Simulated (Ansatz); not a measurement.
# Structure relaxation of CuSn

Computed with DFT r2SCAN, scalar-relativistic, plane waves, PAW (Ansatz). Cutoff 500 eV, Γ-centred k mesh, Gaussian smearing, no spin polarisation in the final step.

The start is a database structure of CuSn, space group P6_3/mmc (No. 194).

```
CELL_PARAMETERS angstrom
4.19000 0.00000 0.00000
-2.09500 3.62865 0.00000
0.00000 0.00000 5.08600
ATOMIC_POSITIONS crystal
Cu 0.00000 0.00000 0.00000
Cu 0.00000 0.00000 0.50000
Sn 0.33333 0.66667 0.25000
Sn 0.66667 0.33333 0.75000
```

Steps on the 12×12×10 mesh (4 atoms). 4 of 5 steps are shown, and the free energy counts from the last. Trial steps that were taken back and renewals of the plane-wave basis can be among the rows.

```csv
step,ΔF (meV/atom),V (Å³/atom),P (GPa)
1,7.8,19.33,-3.21
2,1.0,18.35,1.18
3,-0.1,18.61,-0.11
5,0.0,18.58,-0.02
```

A final relaxation ran on a 12×12×10 mesh. The relaxed crystal, P6_3/mmc (No. 194):

Space group P6_3/mmc (No. 194). a = 4.134 Å, b = 4.134 Å, c = 5.023 Å, α = 90.00°, β = 90.00°, γ = 120.00°
| atom | site | symmetry | x | y | z |
| --- | --- | --- | --- | --- | --- |
| Cu | 2a | -3m. | 0.0000 | 0.0000 | 0.0000 |
| Sn | 2c | -6m2 | 0.3333 | 0.6667 | 0.2500 |

* Volume per atom: 18.58 Å³
* Density: 8.14 g/cm³
* Energy over the elements: 0.01 eV/atom
* Gap on the 12×12×10 mesh: 0 eV (a metal)

Formation energies are uncorrected and refer to the elements' standard structures at the same level.

The final run used a 12×12×10 mesh on its 4-atom cell and 0.10 eV smearing. For metals, differences of a few meV/atom aren't resolved.

A structure relaxed within its symmetry needn't be a true minimum.

Cost: 2 runs of about 1.6 core-minutes in all, on Intel Xeon 6975P-C (Granite Rapids) (shared hosts).